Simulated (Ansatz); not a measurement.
Working through an active-space calculation of CH3BO, SMILES BC=O

Program: the Ansatz DFT code, driven from Python.

Run as a notebook:

In [1]:
```python
import ansatz
```

In [2]:
```python
GEOMETRY = """
B    -0.44350    0.01910   -0.59300
C     0.48710   -0.11540    0.59430
O     0.63530    0.80490    1.36690
H    -0.58720   -0.81430   -1.36760
H    -1.06650    1.07680   -0.77600
H     1.01680   -1.03520    0.72920
"""

ch3bo = ansatz.Crystal.molecule()
for line in GEOMETRY.strip().splitlines():
    symbol, *xyz = line.split()
    ch3bo = ch3bo.atom(symbol, [float(v) for v in xyz])
```

In [3]:
```python
calculation = ch3bo.calculation().basis(gaussian="def2-SVP").correlation(active_electrons=4, active_orbitals=5)
for method in ["sc_nevpt2"]:
    r = (calculation if method is None else calculation.correlation(method)).run(threads=1).report
    space = r["configurations"]
    state = space["states"][0]
    print(method or "casscf", f"total {r['free_energy_ev'] / 27.211386246:.6f} Ha, active-space state {state['energy']['hartree']:.6f} Ha, mean field {r['reference_energy_ev'] / 27.211386246:.6f} Ha")
    print("  determinants", state["n_determinants"], " natural occupations", [round(n, 3) for n in space["natural_occupations"]])
```
```text
RunWarning: the results are in doubt because another end's mean lies 0.509 eV lower, and its corrected mean 0.247 eV higher
sc_nevpt2 total -139.378970 Ha, active-space state -139.050549 Ha, mean field -138.991367 Ha
  determinants 100  natural occupations [1.976, 1.901, 0.099, 0.017, 0.007]
```

Notes:
- Total energies depend on the basis set; only differences at equal settings carry meaning.
- Warnings are shown shortened and without file and line.
- The geometry is a force-field or estimated start, not a minimum of this method, and the basis set is short of its limit. The active space starts as a window about the frontier orbitals and is then optimised, not chosen by chemistry.
- A lower CASSCF solution was found and passed over, so the printed active-space state isn't the lowest.
- Wall time of the script: 3.1 s on 1 thread of Arm Neoverse V2 (shared host), peak memory 0.16 GiB.

(Lines on the test bed's own set-up are left out of the output.)
